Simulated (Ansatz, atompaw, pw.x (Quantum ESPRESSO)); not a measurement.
# From atom to crystal: PAW (atompaw) potential for molybdenum (Mo)

molybdenum, PAW, made with atompaw 4.2.0.5 (LDA (PW92), scalar-relativistic). Core [Ar] 3d10, reference 4s2 4p6 4d5 5s1 5p0. Waves: 4s (bound): rc 2.00 bohr; 5s (bound): rc 2.65 bohr; 4p (bound): rc 1.85 bohr; 5p (bound, empty): rc 1.70 bohr; 4d (bound): rc 2.65 bohr; 4d channel at 0.25 Ry: rc 2.65 bohr. Local part: troulliermartins scheme with l = 3 at -0.5 Ry, radius 2.30 bohr. Core correction: smooth core density matched at 2.10 bohr. Augmentation charge: gaussian compensation charge, radius 2.60 bohr; PAW radius 2.65 bohr; waves and projectors: custom rrkj gramschmidtortho.

Atomic tests: cutoffs needed: 25 Ry and 40 Ry (the cutoffs (Ry, on a coarse ladder) from which the occupation-weighted sum of valence levels, in a spherical-Bessel basis at the reference potential, stays within 10 and 1 mRy of its value at 400 Ry); ghost test: ghost state, extra bound levels that the all-electron valence spectrum of the same l lacks: d at -9.9 eV; a true bound ghost makes a file unfit for plane-wave use (spherical-Bessel basis up to 400 Ry, 20 bohr box); lowest eigenvalue of the overlap operator: 0.22 (p channel).

Crystal test: bcc Mo in pw.x 7.5, no spin, 15³ k-points, Fermi–Dirac smearing 0.01 Ry, cutoffs 50/500 Ry. The reference is all-electron LAPW (Ansatz 0.2.0) with the same functional, mesh and smearing; V0 and B0 come from Birch–Murnaghan fits to the pressures at five volumes. Errors are pseudo minus all-electron; Δ is the rms difference of the E(V) curves that follow from these fits, minima aligned, over ±6 % about the mean V0. Mesh and smearing are coarse, so the numbers serve the comparison and aren't converged zero-temperature values; the lattice is a test structure that the element need not adopt.

| V (Å³/atom) | P all-electron (GPa) | P pseudo (GPa) |
| --- | --- | --- |
| 14.314 | 16.92 | 22.19 |
| 14.690 | 8.05 | 16.76 |
| 15.067 | 0.24 | 11.97 |
| 15.444 | -6.63 | 7.71 |
| 15.820 | -12.67 | 3.93 |

All-electron: a0 = 3.113 Å (V0 = 15.08 Å³/atom), B0 = 291.6 GPa.

Pseudopotential: mean pressure error (GPa): +11.33. The pressure does not cross zero within the volumes sampled, so no fit is given. The largest radius (2.65 bohr) exceeds half the bond length (2.55 bohr), so the spheres overlap, which is one possible source of error among others. This is a poor potential for the solid. Note: ghost state, extra bound levels that the all-electron valence spectrum of the same l lacks: d at -9.9 eV. A true bound ghost makes a file unfit for plane-wave use.

**Question.** At the middle volume, how do free energy and pressure move when the wave cutoff is lowered (ecutrho held at 500 Ry)?

**Answer.**

```json
{"cutoff (Ry)": "30", "shift of F (meV/atom)": "+984.6", "shift of P (GPa)": "-68.32"}
{"cutoff (Ry)": "40", "shift of F (meV/atom)": "+19.8", "shift of P (GPa)": "-1.90"}
```

The 7 pw.x runs together took about 3.9 min on one core of a shared server CPU.
